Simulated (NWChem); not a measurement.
# BF2 (SMILES F[B]F) at 4 levels

We compute a comparison of 4 runs (UHF/STO-3G, UHF/3-21G, UB3LYP/6-31G*) of BF2. 

The calculation is run with NWChem 7.3.0.

33 further runs of the same task are left out: 33 set aside as unsound or not needed.

**1. The molecule**

BF2 has 3 atoms, charge 0, and is taken as a doublet. SMILES: `F[B]F`. The F1–B2 distance was set to 1.698 Å, away from the relaxed value.

Bond lengths: B2–F3 1.306 Å. A long bond or contact: F1–B2 1.698 Å.

**2. A single-point energy at UHF/STO-3G (run 1)**

Contents of bf2.nw:

```
start bf2
title "BF2 hf"
memory stack 880 mb heap 220 mb global 1100 mb

geometry units angstrom noautosym nocenter noautoz
F     0.583336   -1.429774    0.153609
B     0.279000    0.240500    0.181300
F    -0.802900    0.738900   -0.354600
end

basis "ao basis" spherical bse
* library STO-3G
end

scf
doublet
uhf
thresh 1e-08
maxiter 80
print low
end

task scf
```

The run is started by

```sh
$ nwchem bf2.nw > bf2.out
```

The log of the run:

```text
[...]
  functions       =    15
[...]
  wavefunction    = UHF
[...]
         Total SCF energy =   -220.394673613908
      One electron energy =   -407.019550364358
      Two electron energy =    138.031842985113
 Nuclear repulsion energy =     48.593033765337
                       Sz =      0.5000
                 Sz(Sz+1) =      0.7500
                      S^2 =      0.8036
[...]
```

It took 0.84 s on 1 thread of Intel Xeon Platinum 8488C (Sapphire Rapids), shared host; peak memory 0.097 GiB.

**3. The energy at UHF/3-21G (run 2)**

Contents of run.py:

```python
from ase import Atoms
from ase.calculators.nwchem import NWChem

mol = Atoms(['F', 'B', 'F'], positions=[
    [0.583336, -1.429774, 0.153609],
    [0.279000, 0.240500, 0.181300],
    [-0.802900, 0.738900, -0.354600],
])

calc = NWChem(
    label='bf2',
    theory='scf',
    memory='2200 mb',
    basis='3-21G',
    basispar='spherical bse',
    scf={'nopen': '1', 'uhf': None, 'thresh': '1e-08', 'maxiter': '80'},
    task='energy',
)
mol.calc = calc

e = mol.get_potential_energy()
print(f"E = {e:.6f} eV")
```

The run is started by

```sh
$ export ASE_NWCHEM_COMMAND="nwchem PREFIX.nwi > PREFIX.nwo"
$ python run.py
```

The log of the run:

```text
E = -6050.316980 eV
```

The calculator wrote bf2.nwi:

```
title "bf2"

permanent_dir bf2

scratch_dir bf2

start bf2

geometry units angstrom nocenter noautosym noautoz
  F  5.8333599999999997e-01 -1.4297740000000001e+00 1.5360900000000000e-01
  B  2.7900000000000003e-01 2.4049999999999999e-01 1.8129999999999999e-01
  F  -8.0289999999999995e-01 7.3890000000000000e-01 -3.5460000000000003e-01
end

memory 2200 mb

basis spherical bse noprint
   * library 3-21G
end

scf
  nopen 1
  uhf
  thresh 1e-08
  maxiter 80
end

task scf energy
```

bf2.nwo (excerpt; [...] marks lines left out):

```text
[...]
      One electron energy =   -406.792281698135
[... 1 line left out ...]
 Nuclear repulsion energy =     48.593033765337
[... 34 lines left out ...]
          Final beta eigenvalues
[... 194 lines left out ...]
                     UHF Final Beta Molecular Orbital Analysis
[...]
```

It took 1.3 s on 1 thread of Intel Xeon Platinum 8488C (Sapphire Rapids), shared host; peak memory 0.097 GiB.

Run 3 isn't shown in full; the table further down has it.

**4. The energy at UB3LYP/6-31G(d) (Cartesian functions) (run 4)**

Contents of run.py:

```python
from ase import Atoms
from ase.calculators.nwchem import NWChem

atoms = Atoms('FBF', positions=[
    [0.583336, -1.429774, 0.153609],
    [0.279000, 0.240500, 0.181300],
    [-0.802900, 0.738900, -0.354600],
])

calc = NWChem(
    label='bf2',
    theory='dft',
    memory='2200 mb',
    basis='6-31G*',
    dft={'xc': 'b3lyp', 'mult': '2', 'grid': 'xfine', 'convergence': 'energy 1e-08', 'iterations': '100', 'mulliken': None},
    task='energy',
)
atoms.calc = calc

e = atoms.get_potential_energy()
print(f"E = {e:.6f} eV")
```

The run is started by

```sh
$ export ASE_NWCHEM_COMMAND="nwchem PREFIX.nwi > PREFIX.nwo"
$ python run.py
```

The log of the run:

```text
E = -6109.052007 eV
```

The calculator wrote bf2.nwi:

```
title "bf2"

permanent_dir bf2

scratch_dir bf2

start bf2

geometry units angstrom nocenter noautosym noautoz
  F  5.8333599999999997e-01 -1.4297740000000001e+00 1.5360900000000000e-01
  B  2.7900000000000003e-01 2.4049999999999999e-01 1.8129999999999999e-01
  F  -8.0289999999999995e-01 7.3890000000000000e-01 -3.5460000000000003e-01
end

memory 2200 mb

basis noprint
   * library 6-31G*
end

dft
  xc b3lyp
  mult 2
  grid xfine
  convergence energy 1e-08
  iterations 100
  mulliken
end

task dft energy
```

bf2.nwo:

```text
Northwest Computational Chemistry Package (NWChem) 7.3.0
             --------------------------------------------------------

           Job information
           ---------------

    nwchem branch   = 7.3.0
    use scalapack   = T
    input           = bf2.nwi
    prefix          = bf2.
    data base       = bf2/bf2.db
    status          = startup
    nproc           =        1

           Memory information
           ------------------

    heap     =     72089598 doubles =      550.0 Mbytes
    stack    =     72089595 doubles =      550.0 Mbytes
    global   =    144179200 doubles =     1100.0 Mbytes (distinct from heap & stack)
    total    =    288358393 doubles =     2200.0 Mbytes
    verify   = yes
    hardfail = no

           Directory information
           ---------------------

  0 permanent = bf2
  0 scratch   = bf2

                                NWChem Input Module
                                -------------------

                                        bf2
                                        ---

[... 22 lines left out ...]
            Nuclear Dipole moment (a.u.)
[... 39 lines left out ...]
  convergence criterion.
[... 16 lines left out ...]
          Convergence on density requested:  1.00D-05
[... 22 lines left out ...]
          Spatial weights used:  Erf1
[... 3 lines left out ...]
          Convergence aids based upon iterative change in
[... 92 lines left out ...]
         Total DFT energy =     -224.503522214719
[... 1 line left out ...]
           Coulomb energy =      160.127476712984
[... 1 line left out ...]
 Nuclear repulsion energy =       48.593033765337
[... 325 lines left out ...]
                     DFT Final Beta Molecular Orbital Analysis
[... 374 lines left out ...]
   alpha     31     32     33     34     35     36     37     38     39     40
    beta     31     32     33     34     35     36     37     38     39     40
 overlap   0.991  0.998  1.000  0.998  1.000  0.999  0.999  1.000  1.000  1.000

   alpha     41     42     43     44     45
    beta     41     42     43     44     45
 overlap   1.000  1.000  1.000  1.000  1.000

     --------------------------
     Expectation value of S2:
     --------------------------
      <S2> =      0.7530 (Exact =     0.7500)

 center of mass
 --------------
 x =  -0.04240815 y =  -0.40403326 z =  -0.07027823

 moments of inertia (a.u.)
 ------------------
         181.188674096428          95.036237238072         -27.237749418130
          95.036237238072          80.976139404964          32.353914949746
         -27.237749418130          32.353914949746         239.800982974349

     Multipole analysis of the density
     ---------------------------------

     L   x y z        total         alpha         beta         nuclear
     -   - - -        -----         -----         ----         -------
     0   0 0 0     -0.000000    -12.000000    -11.000000     23.000000

     1   1 0 0     -0.140996     -0.112442      1.069521     -1.098074
[... 8 lines of this table left out ...]
     2   0 0 2    -10.528665     -8.801490     -7.113698      5.386523

 Task  times  cpu:        7.1s     wall:        7.1s
 Total times  cpu:        7.1s     wall:        7.1s
```

It took 8.4 s on 1 thread of Intel Xeon Platinum 8488C (Sapphire Rapids), shared host; peak memory 0.12 GiB.

**5. All runs side by side**

```csv
run,level,iteration cap,module,energy (Eh),⟨S²⟩,wall time
1,UHF/STO-3G,80,scf,-220.394674,0.804,0.84 s
2,UHF/3-21G,80,scf,-222.345050,0.763,1.3 s
3,UB3LYP/6-31G* (spherical functions),100,dft,-224.500709,0.753,7.2 s
4,UB3LYP/6-31G* (Cartesian functions),100,dft,-224.503522,0.753,8.4 s
```

**6. Outcome**

```
                                 quantity          value
                      run 4: total energy  -224.50352 Eh
                     run 4: dipole moment         1.86 D
run 4: HOMO energy (highest over α and β)       -7.58 eV
 run 4: LUMO energy (lowest over α and β)       -3.35 eV
                              run 4: ⟨S²⟩          0.753
```

Over runs 2, 3, 4 the dipole moment (its size) runs from 1.86 D (UB3LYP/6-31G*) to 2.11 D (UHF/3-21G). The two ends differ in method and basis. In run 1 the basis is minimal, so the values are rough. All runs together took 18 s, the longest 8.4 s.
